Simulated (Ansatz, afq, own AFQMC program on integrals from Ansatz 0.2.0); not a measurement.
# Atomization energy of SiNH₂, doublet

```xyz
4

Si    0.0000    0.0000    0.6455
N     0.0000    0.0000   -1.0599
H     0.0000    0.8350   -1.6290
H     0.0000   -0.8350   -1.6290
```

Connectivity, by distances: Si–NH2.

Atoms in their ground-state spins without spin–orbit coupling (mostly on UHF) minus the molecule (UHF), without zero-point energy. The geometry is a stationary point, not shown to be a minimum.

Basis cc-pVTZ. Only valence electrons are correlated. Ansatz 0.2.0 and our own AFQMC program on the same integrals; the CISD trial comes from CCSD amplitudes, and released means the phaseless constraint is let go. Uncertainties: one standard error, sampling alone. The errors of all members are added in quadrature.

No full CI on the walks' own integrals is used here. The released AFQMC energy serves as the reference, which it does only where one determinant dominates, the energy is flat over the last release times and near the phaseless one (40 meV or 2 meV an electron, half that with transition metals). On small molecules, where full CI could be run and the noise was under 10 meV, such values lay within 10 meV of it in 19 cases of 20, a flattering rate, since the rule was set on those same cases; what remains of the bias isn't in the error bar. Each member takes its own surest rung, up to full CI.

Errors are counted within cc-pVTZ, not against nature.

Cautions: SiNH₂ (doublet): the released value is read at 1.50 1/Eh (meV from the phaseless value at times in 1/Eh: -2 ± 5 at 0.24, -2 ± 5 at 0.50, -3 ± 6 at 1.00, -6 ± 4 at 1.50); other spins of the molecule weren't checked.

```
level  atomization energy (eV)
  MP2                   12.007
   HF                    8.094
```

(1) From these cheaper values, estimate the atomization energy at the reference level in cc-pVTZ.

(1) 11.936 ± 0.004 eV (AFQMC with the constraint released in cc-pVTZ).

| level | atomization energy (eV) | error against released AFQMC (eV) |
| --- | --- | --- |
| CCSD | 11.697 | -0.239 ± 0.004 |
| CCSD(T) | 11.925 | -0.011 ± 0.004 |
| ph-AFQMC/HF | 12.065 ± 0.038 | 0.128 ± 0.038 |
| ph-AFQMC/CISD | 11.943 ± 0.008 | 0.007 ± 0.009 |

Correlation beyond CCSD(T) adds 0.011 ± 0.004 eV. The perturbative (T) step is worth +0.228 eV.

A walk keeps the symmetry of its determinant, which the program's search chose and which needn't be the lowest solution, so a lower state of the same spin and another symmetry isn't excluded. Released energies are given only where the last usable release times agree within the noise; a slower fall can still hide under it.
